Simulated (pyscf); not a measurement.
Optimised with ωB97X-D3(BJ)/def2-SVP in PySCF.

**Question.** For the elementary gas-phase step `[AuH]` + `[OH2]` → `[OH][Au]` + `[H][H]` (singlet surface; Au–H, H–O broken, Au–O, H–H formed), what barrier and reaction energy does ωB97M-D3(BJ)/def2-TZVP give, measured from the separated reactants?

**Answer.** ΔE‡ = 55.9 kcal/mol, ΔE = +32.3 kcal/mol. Zero-point energy shifts the barrier by -1.4 kcal/mol. It is a four-centre exchange, with an imaginary mode of 1486i cm⁻¹. On the reactant side the descent ends in a bound adduct (not fully relaxed), 19.2 kcal/mol under the separated species and 73.9 kcal/mol under the saddle at ωB97X-D3(BJ)/def2-TZVP. The products may also form a dative adduct at HO–Au; it and routes through it were not searched. This is the saddle that the search found; another between the same sides may lie lower. Elements past Kr carry the def2 core potentials, without spin-orbit coupling.
